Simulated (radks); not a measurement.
# Si³⁺ in [Ne] 3s1: an all-electron calculation

One table from this session's results is given with a row withheld; the runs are named, their logs left out.

The numbers are computed with radks (a radial shooting solver on a logarithmic mesh, Libxc functionals) version 1 (scalar-relativistic Kohn-Sham, RPBE, spin-unpolarised, spherical densities, point nucleus), except any that are marked as measured or tabulated.

**Starting point**

| Quantity | Value |
| --- | --- |
| element | silicon (Z = 14) |
| charge | +3 |
| electrons | 11 |
| configuration | [Ne] 3s1 |

The outer shells:

Si³⁺
```
[Ne] core
3s [↑ ]
```

The first run:

The run's settings:

```text
Z 14
configuration [Ne] 3s1 3p0 4s0
relativity scalar-relativistic
functional rpbe,pbe
spin unpolarised
nucleus point
c 137.035999084
```

Among the steps run: Self-consistent calculation.

One of the session's tables, all rows but one given; the rest of the session is left out.

It belongs to the step «Shells». Sizes of the orbitals, from the radial functions (bohr):

```
level     <r>  outermost maximum (interpolated)  90 % within  nodes
   1s       ?                                 ?            ?      ?
   2s  0.5654                             0.454        0.890      1
   2p  0.5339                             0.387        0.895      0
   3s   1.854                              1.63         2.75      2
   3p   2.069                              1.80         3.11      1
```

**Question.** Estimate the row for 1s.

The run gave: <r>: 0.1112; outermost maximum (interpolated): 0.0726; 90 % within: 0.199; nodes: 0. In the column «<r>» it is the lowest.

Caveats from the session: Spin polarisation and multiplet splitting are left out.
